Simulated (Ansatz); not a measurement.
Basis-set extrapolation for Si$_{2}$ (triplet) (PBE0-D4/def2-TZVP geometry, frozen core, Ansatz 0.2.0). Multiplicity 3, UHF reference.

|  | cc-pV(T+d)Z | cc-pV(Q+d)Z |
| --- | --- | --- |
| HF | -577.779411 | -577.783796 |
| MP2 correlation | -0.157498 | -0.168963 |
| CCSD(T) correlation | -0.200267 | -0.209499 |

Energies in hartree. Use E(X) = E(∞) + A·exp(−5.46·√X) for Hartree–Fock and E(X) = E(∞) + B·X^(−3.05) for correlation, with X = 3 and 4.

Problem. What is the CCSD(T) energy at the basis-set limit?

Solution. HF limit: -577.783796 + (-0.004385) × 0.30130 = -577.78512. Correlation limit: -0.209499 + (-0.009232) × 0.71189 = -0.21607. Total: -578.00119 hartree, 56.5 kJ/mol below CCSD(T)/cc-pV(T+d)Z.
